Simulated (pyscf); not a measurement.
Thermochemistry of product channels of O=Zr(F)–F + hydrogen (H₂) on the singlet surface, in kcal/mol, from ωB97M-D3(BJ)/def2-TZVP energies (ideal gas, 1 atm, RRHO with modes under 100 cm⁻¹ raised to 100, one conformer, R ln 2 for rigid chiral ones). PySCF, gas phase, ωB97X-D3(BJ)/def2-SVP geometries.

| products | ΔE | ΔH(298 K) | ΔG(298 K) | ΔG(1200 K) |
|---|---|---|---|---|
| HO–ZrH(F)–F | -38.0 | -35.2 | -27.0 | … |
| water (H₂O) + F–Zr–F [singlet] | … | +62.7 | +61.1 | +58.9 |

### Question
Complete the blanks.

### Answer

- HO–ZrH(F)–F, ΔG(1200 K): -2.6
- water (H₂O) + F–Zr–F [singlet], ΔE: +57.8

These are energies of the channels, which say nothing of barriers. F–Zr–F [singlet] is an excited spin state, 8.4 kcal/mol over the triplet at ωB97X-D3(BJ). A restricted singlet here is unstable towards spin polarisation, as is usual where a triplet lies low; its energy is less safe. Elements past Kr carry the def2 core potentials, without spin-orbit coupling.
